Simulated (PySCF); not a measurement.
## CH: a composite coupled-cluster calculation

State: ²Π, doublet, unpaired electrons π ↑. De refers to H + C. ROHF-based CCSD(T) in PySCF 2.14 with H aug-cc-pVTZ, C aug-cc-pVTZ and H aug-cc-pVQZ, C aug-cc-pVQZ (frozen core orbitals: 1; no relativity). Correlation energies are extrapolated as n⁻³ (n = 3, 4), Hartree–Fock as (n+1)·exp(−9√n). CV is the change on freezing 0 orbitals instead, in H cc-pVTZ, C cc-pwCVTZ. SR is the spin-free X2C energy in H cc-pVTZ-DK, C cc-pVTZ-DK less the non-relativistic one in H cc-pVTZ, C cc-pVTZ.

```json
{"Level": "CCSD(T)/TZ", "Re (Å)": "1.1219", "ωe (cm⁻¹)": "2843.4", "ωexe (cm⁻¹)": "63.1", "αe (cm⁻¹)": "0.535", "De (eV)": "3.571"}
{"Level": "CCSD(T)/QZ", "Re (Å)": "1.1203", "ωe (cm⁻¹)": "2853.8", "ωexe (cm⁻¹)": "63.8", "αe (cm⁻¹)": "0.534", "De (eV)": "3.615"}
{"Level": "HF/CBS", "Re (Å)": "1.1036", "ωe (cm⁻¹)": "3046.2", "ωexe (cm⁻¹)": "55.4", "αe (cm⁻¹)": "0.478", "De (eV)": "2.485"}
{"Level": "MP2/CBS", "Re (Å)": "1.1112", "ωe (cm⁻¹)": "2960.0", "ωexe (cm⁻¹)": "57.5", "αe (cm⁻¹)": "0.493", "De (eV)": "3.521"}
{"Level": "CCSD/CBS", "Re (Å)": "1.1177", "ωe (cm⁻¹)": "2880.2", "ωexe (cm⁻¹)": "62.8", "αe (cm⁻¹)": "0.525", "De (eV)": "3.606"}
{"Level": "CCSD(T)/CBS", "Re (Å)": "1.1195", "ωe (cm⁻¹)": "2859.7", "ωexe (cm⁻¹)": "64.1", "αe (cm⁻¹)": "0.532", "De (eV)": "3.644"}
{"Level": "CCSD(T)/CBS+CV", "Re (Å)": "1.1179", "ωe (cm⁻¹)": "2867.3", "ωexe (cm⁻¹)": "64.2", "αe (cm⁻¹)": "0.533", "De (eV)": "3.651"}
{"Level": "CCSD(T)/CBS+CV+SR", "Re (Å)": "1.1179", "ωe (cm⁻¹)": "2866.1", "ωexe (cm⁻¹)": "64.2", "αe (cm⁻¹)": "0.534", "De (eV)": "3.649"}
```

Question: How much is left between CCSD(T)/QZ and the basis-set limit, and how much do the triples give at the limit?

Answer: CCSD(T)/CBS less CCSD(T)/QZ: -0.8 mÅ in Re, +5.9 cm⁻¹ in ωe and +0.029 eV in De. CCSD(T)/CBS less CCSD/CBS: +1.8 mÅ in Re, -20.5 cm⁻¹ in ωe and +0.038 eV in De.

Question: What do the later terms add?

Answer: CV: -1.6 mÅ in Re, +7.6 cm⁻¹ in ωe and +0.007 eV in De; SR: +0.0 mÅ in Re, -1.2 cm⁻¹ in ωe and -0.002 eV in De, each against the row above.

The T1 diagnostic is 0.018. The state was picked by a PBE0 search and need not be the measured ground state. Spin–orbit coupling, excitations beyond (T) and corrections to the Born–Oppenheimer picture are left out.

The whole job (state search and all basis sets along the bond) took about 5.9 min on 4 threads of Arm Neoverse V2 (shared host), peak memory 13 GiB.
